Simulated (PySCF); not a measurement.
SH₃⁺, singlet: molecular constants

Level of theory: PBE0/[S def2-TZVP, H def2-TZVP], no relativity, density fitting, PySCF.

The structure is a minimum.

```
Point group                                                                   : C3v
Bond lengths                                                                  : S–H 1.357 Å (×3)
Bond angles                                                                   : H–S–H 94.1° (×3)
Lowest empty level                                                            : -7.09 eV
Principal polarisabilities                                                    : 15.1, 16.8, 16.8 bohr³
Highest occupied level                                                        : -18.20 eV
Entropy at 298.15 K and 1 bar                                                 : 209.2 J/(mol K)
Rotational constants                                                          : 4.899, 4.899, 4.236 cm⁻¹
Heat capacity Cp at 298.15 K                                                  : 36.3 J/(mol K)
Enthalpy at 298.15 K above 0 K                                                : 10.08 kJ/mol
Principal quadrupole moments (Buckingham, traceless) about the centre of mass : -1.86, 0.93, 0.93 D Å
Zero-point energy                                                             : 68.1 kJ/mol
Rotational symmetry number                                                    : 3
Dipole moment about the centre of mass                                        : 1.85 D
```

Harmonic modes (masses in u: S 31.972, H 1.008):
```
symmetry  ω (cm⁻¹)  IR (km/mol, summed over degenerate members)
      a1      1053                                         13.1
       e      1216                                          1.5
      a1      2629                                         60.5
       e      2634                                          191
```

In C3v the vibrations span 2a1 + 2e.

Charges (e):
```
  atom  Mulliken  Löwdin  polar tensor  Mayer order to S1
    S1      0.12    0.63          0.41                  –
H2,3,4      0.29    0.12          0.20               0.90
```

Mulliken populations on S1: s 5.82, p 9.91, d 0.14, f 0.01.

Counting electrons, sulfur keeps 2 of its valence electrons outside its bonds, so the VSEPR class is AX3E1 and the expected shape is trigonal pyramidal (C3v), as computed. The angle of 94° is close to 90°: the heavy centre bonds with nearly pure p orbitals and keeps its lone pair s-like.

Only a few start shapes were tried, so a lower isomer may exist.

The final relaxation and frequency run took 4.2 s on 2 threads of a shared Arm Neoverse V2 host, with 55 basis functions and 7 gradients; the process peaked at 0.71 GiB. Launch command: `OMP_NUM_THREADS=2 python axn.py task.json out`.
